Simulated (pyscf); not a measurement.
NH₂• + NH₂• → •HN–NH₂ + H• (substitution at N; triplet surface; H–N broken, N–N formed). Optimised with ωB97X-D3(BJ)/def2-SVP in PySCF. MP2 and CC: frozen core, UHF for open shells. ΔMP2 is the change of the MP2 total energy from the triple- to the quadruple-zeta basis. Energies in kJ/mol from the separated reactants.

```tsv
level	barrier	reaction energy
ωB97X-D3(BJ)/def2-TZVP	150.0	+51.5
PBE/def2-TZVP	73.7	+27.5
PBE0-D3(BJ)/def2-TZVP	122.2	+46.2
M06-2X/def2-TZVP	…	+49.1
HF/def2-TZVP	294.9	+130.1
CCSD/def2-TZVPP	183.4	+89.8
CCSD(T)/def2-TZVPP + ΔMP2(QZVPP)	…	…
```

**Question.** Complete the blanks.

**Answer.** 
- M06-2X/def2-TZVP, barrier: 148.9
- CCSD(T)/def2-TZVPP + ΔMP2(QZVPP), barrier: 157.0
- CCSD(T)/def2-TZVPP + ΔMP2(QZVPP), reaction energy: +74.5

NH₂• + NH₂• also meet on a surface of lower spin, which isn't treated here. •HN–NH₂ + H• also meet on a surface of lower spin, which isn't treated here. One saddle was located; it need not be the lowest between these sides. The angle at the attacked N is 158°. The CCSD(T) − MP2 part came from Ansatz, without density fitting, on the same reference.
